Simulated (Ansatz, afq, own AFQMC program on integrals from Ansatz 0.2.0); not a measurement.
# BSiH2, doublet in cc-pVTZ, levels against CCSDT(Q)

```xyz
4

Si    0.0000   -0.0053    0.5948
B     0.0000   -0.0779   -1.2479
H     0.0000    1.1505   -0.7602
H     0.0000   -0.1670   -2.4296
```

Connectivity, by distances: Si–BH, 1 bridging H.

Basis cc-pVTZ. Noble-gas cores (and the filled d shells of Ga–Kr and In–Xe) are frozen. AFQMC by an in-house program on the Cholesky factors that Ansatz 0.2.0 writes for its CCSD(T) run. ph-AFQMC/CISD is guided by a CISD state made of CCSD amplitudes; releasing the constraint for a short imaginary time cuts its bias at the price of noise, slowly where states lie close. Free projection: walkers drawn from exp(T), propagated without any constraint. Its projection time is finite, and what remains of the start isn't in its error. Error bars are statistical, one sigma.

Determinant: UHF, the one that the program's search chose, which needn't be the lowest solution. The geometry is a PBE0/def2-TZVP stationary point of this or a neighbouring charge and spin state.

No full CI on the walks' own integrals is used here; CCSDT(Q) serves as the reference and is uncertain by about the last step of the cluster series.

Cautions: the ph-AFQMC/CISD walk drifts between its halves (2.0 errors).

- T1 diagnostic: 0.0211
- weight of the determinant in the CISD state: 0.868
- ⟨S²⟩ of the determinant: 0.765
- size of the correlated space: 9 electrons in 86 orbitals

Reference: CCSDT(Q), correlation energy -6.398 eV. The released energy is read at 2.40 1/Eh (meV from the phaseless value at times in 1/Eh: -10 ± 3 at 0.24, -14 ± 3 at 0.51, -22 ± 4 at 0.99, -20 ± 5 at 1.62, -26 ± 6 at 2.40).

```tsv
level	E − E(reference) (kJ/mol)	share of correlation (%)
HF	617.3	0.00
MP2	115.3	81.32
CCSD	32.9	94.67
CCSD(T)	5.4	99.13
CCSDT	1.6	99.74
ph-AFQMC/HF	3.5 ± 2.5	99.43
ph-AFQMC/CISD	2.9 ± 0.5	99.53
released AFQMC	0.4 ± 0.5	99.94
free AFQMC	0.2 ± 1.1	99.96
```

Free projections are given only where their last times agree within the noise and don't stop above the reference; a slow remainder of the start can still hide under it. A walk keeps the symmetry of its determinant, which the program's search chose and which needn't be the lowest solution, so a lower state of the same spin and another symmetry isn't excluded. Released energies are given only where the last usable release times agree within the noise; a slower fall can still hide under it.
